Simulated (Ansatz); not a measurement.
Two structures of SiNH₈F, singlet, reached by relaxing down either side of one saddle point (PBE0-D4/def2-TZVP). Energies are electronic, without zero-point energy. Computed with Ansatz 0.2.0 (basis: def2-TZVPP and def2-QZVPP); correlated methods freeze the cores. Extrapolation: Hartree–Fock as exp(−7.88 √X), correlation as X^−2.97. First:

| atom | x (Å) | y (Å) | z (Å) |
| --- | --- | --- | --- |
| Si1 | -0.7456 | 0.8858 | -1.6871 |
| H2 | -0.8361 | -0.5139 | -1.1936 |
| H3 | -0.8479 | 0.8356 | -3.1732 |
| H4 | 0.5754 | 1.4611 | -1.3369 |
| H5 | -1.8581 | 1.7048 | -1.1583 |
| H6 | 0.0117 | 0.1849 | 1.4063 |
| F7 | -0.5340 | 0.9792 | 1.3089 |
| H8 | 0.7861 | -1.6535 | 0.5892 |
| N9 | 0.9099 | -1.1557 | 1.4633 |
| H10 | 1.8965 | -0.9500 | 1.5654 |
| H11 | 0.6420 | -1.7784 | 2.2159 |

Second:

```xyz
11
angstrom
Si -0.8162 1.2644 -0.6391
H 1.1828 -2.0505 -1.7639
H -1.4658 -0.0481 -0.8423
H 0.6287 1.2494 -0.9521
H -1.4825 2.2658 -1.5161
H 0.1270 -0.0405 2.0467
F -1.0696 1.7997 0.8552
H 0.9178 -1.5792 -1.2477
N 0.4487 -0.6213 1.2817
H 1.4566 -0.6891 1.3529
H 0.0724 -1.5505 1.4246
```

(1) Which bonds change from the first to the second?

(2) Give the saddle point's structure and its height above each. (Judge from chemistry; the value comes from the calculation.)

The T1 diagnostic stays at or below 0.012.

Results:

(1) SiH₄ + NH₃ + HF → SiH₃F ([F][SiH3]) + NH₃ + H₂; bonds formed: Si1–F7, H2–H8, H6–N9; bonds broken: Si1–H2, H6–F7, H8–N9.

(2) Computed: 1.254 eV above the first and 1.899 eV above the second (CCSD(T) at an estimated basis limit (MP2 extrapolated from triple and quadruple zeta, plus CCSD(T) − MP2 in triple zeta)).
```xyz
11
angstrom
Si -0.6497 0.8761 -1.1071
H -0.2141 -0.6898 -0.7800
H -0.9058 0.2642 -2.4755
H 0.6722 1.5347 -1.3192
H -1.8067 1.8323 -1.1446
H 0.3414 -0.1152 1.6125
F -0.7194 0.9830 0.6309
H 0.3315 -0.9418 0.1837
N 0.7609 -0.9942 1.2834
H 1.7738 -0.9581 1.3098
H 0.4160 -1.7912 1.8061
```

Labels in which every atom is bracketed show which atoms are joined, not bond orders.

For scale, one of the runs: CCSD(T)/def2-TZVPP, 216 basis functions, launched by `ansatz run in.yaml --threads 4 --pin off --events-out ev --progress --plain --max-ram 9574MiB`. Time: 17 s of wall clock on 4 CPU threads of an Intel Xeon 6975P-C; the host was shared. Peak host memory: 3.5 GiB.
